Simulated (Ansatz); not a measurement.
## AlAs, triplet in cc-pVDZ: errors against full CI

Geometry: a point of a stretch scan, not a stationary point.

```yaml
atoms:
  - { symbol: Al, position_ang: [0.0000, 0.0000, 0.0000] }
  - { symbol: As, position_ang: [0.0000, 0.0000, 3.7470] }
```

Basis cc-pVDZ; Ansatz 0.2.0. Correlated methods freeze the noble-gas cores and the filled d shells of p-block atoms, which leaves 8 electrons in 26 orbitals. Prefix R: restricted or restricted open-shell reference; prefix U: unrestricted. Active spaces: pair = (4e, 4o) about the gap; valence = (8e, 8o) chosen from the atoms' valence shells. No spin–orbit coupling is included, and no scalar relativity.

Full CI is exact within this basis and frozen core; it isn't the basis-set limit. The frozen core follows each run's orbitals, which can shift R against U totals by a few meV for light atoms and by up to 0.1 eV past Ca.

For open shells CISD is restricted-active-space CI with the open shells as a complete middle space.

```
UHF ⟨S²⟩                          : 2.789
T1 diagnostic (RCCSD)             : 0.0950
largest doubles amplitude (RCCSD) : 0.226
```

```csv
level,E − E(RHF) (eV)
RMP2,-3.0505
RCCSD,-4.1496
RCCSD(T),-4.3346
```

(1) Estimate how far full CI in cc-pVDZ lies from RCCSD(T). The table doesn't fix it; the size of (T) and the diagnostics are the guide.

(1) Full CI in cc-pVDZ lies 75 meV below RCCSD(T), which is 41 % of the (T) step (-185 meV). More than one determinant leads, and the rest is a large part of (T). The miss exceeds 1 kcal/mol.

The other levels:

```tsv
level	E − E(full CI) (meV)	share of correlation (%)	wall time
CISD	669	84.83	3.9 s
BCCD(T)	91	97.94	16 s
RCCSDT	21	99.53	–
RCCSDT(Q)	0	100.00	26 s
RCCSDTQ	1	99.98	22 s (H100)
CASSCF (pair space)	3443	21.92	–
NEVPT2 (pair space)	845	80.83	7 s
MRCISD (pair space)	283	93.59	–
MRCISD+Q (pair space)	-56	101.26	7.5 s
CASSCF (valence space)	2705	38.65	–
NEVPT2 (valence space)	663	84.96	6 s
MRCISD (valence space)	179	95.95	–
MRCISD+Q (valence space)	-9	100.20	7 s
```

The correlation energy at full CI, counted from RHF, is -4.410 eV. That run took 11 s on 2 threads of AMD EPYC 7R13 with a shared H100 80 GB, shared host over 55,868,912 determinants.

Run but not shown, since their state, orbitals or frozen core can't be matched to the reference's or they repeat it: UHF, UMP2, UCCSD, UCCSD(T), UCCSDT, UCCSDT(Q), UCCSDTQ.

Times hold each run's SCF and search for its determinant on a shared host, so for small cases they say little of a method's own cost; rows without a card ran on 1 thread of AMD EPYC 7R13. Some runs computed forces too.

More than 5 meV below full CI, which no variational method can be: MRCISD+Q (pair space), MRCISD+Q (valence space).

The full-CI state has the irrep A2 of C2v, in the program's axes (one component, if the state is degenerate).

Natural occupations of full CI about the gap: 1.954 1.889 1.649 0.991 0.991 0.323 0.046 0.046 0.014 0.011; effectively unpaired electrons, Σ n²(2−n)², 2.70. No single determinant describes this state well, so single-reference rows can miss without a flag.
